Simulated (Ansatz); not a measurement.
A run on H₂OSi, SMILES `O[SiH]` with other settings.

```yaml
crystal:
  periodic: [false, false, false]
  atoms:
    - {symbol: O, position_ang: [0.060438, -0.753354, 0.270624]}
    - {symbol: Si, position_ang: [0.263323, 0.887643, -0.061295]}
    - {symbol: H, position_ang: [0.778685, -1.140036, 0.795857]}
    - {symbol: H, position_ang: [-0.955498, 0.950227, -0.987217]}
basis:
  gaussian: {orbitals: "6-31G*"}
hamiltonian: {xc: {name: PBE}}
```

```sh
$ ansatz run in.yaml --threads 4 --pin off --events-out ev --progress --plain --max-ram 10444MiB
```

Shortened log:

```
Functional definition: PBE
429 factors; their error is unknown
mean field evaluation 1: about -9944.4457 eV, gradient 5.4e1 eV
mean field evaluation 2: about -9882.7134 eV, gradient 1.6e2 eV
mean field evaluation 4: about -9949.4694 eV, gradient 7.8e0 eV
mean field evaluation 8: about -9949.7014 eV, gradient 1.3e-1 eV
mean field evaluation 16: about -9949.6619 eV, gradient 1.1e-5 eV
mean field -9949.66186340 eV, -365.6433293570 hartree, gradient 1.1e-5 eV, S^2 0.000000; 0 other end points of the search recorded, 0 dependent functions left out
reference -9949.66188860 eV, -365.6433302829 hartree; 12, 12 occupied and 26, 26 virtual orbitals, 429 factors
Total energy: -9949.66188860 eV, -365.6433302829 hartree
```

It took 0.2 s on 4 threads of an Arm Neoverse V2 on a shared host, with 0.07 GiB of host memory at the peak.
